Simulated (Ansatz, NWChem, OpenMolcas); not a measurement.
## BN2H5 (SMILES NBN): methods side by side

The species is BN2H5 (8 atoms), meant as a singlet with charge 0. SMILES: `NBN`. Geometry: relaxed at PBE0-D4/def2-TZVP.

Quantity: the electronic atomisation energy, in eV. The values are calculated. Electronic energies at fixed atoms, without zero-point motion or spin-orbit coupling.

```
              level                    kind     program  value (eV)  less CCSD(T)/6-311+G**
       HF/6-311+G**            Hartree–Fock      Ansatz       21.64                   -6.90
      PBE/6-311+G**                     GGA      NWChem       31.10                   +2.56
     TPSS/6-311+G**                meta-GGA  OpenMolcas       30.62                   +2.08
     PBE0/6-311+G**           global hybrid  OpenMolcas       30.48                   +1.94
CAM-B3LYP/6-311+G**  range-separated hybrid      Ansatz       30.86                   +2.32
  wB97M-V/6-311+G**  range-separated hybrid      Ansatz       30.71                   +2.17
    wB97X/6-311+G**  range-separated hybrid      NWChem       30.46                   +1.92
 PBE-QIDH/6-311+G**           double hybrid      Ansatz       29.81                   +1.27
      MP2/6-311+G**     perturbation theory      Ansatz       28.88                   +0.34
  CCSD(T)/6-311+G**   coupled cluster or CI      Ansatz       28.54                    0.00
```

CCSD(T)/6-311+G** is the highest level here, not the true value. The values span 21.64 to 31.10 eV.
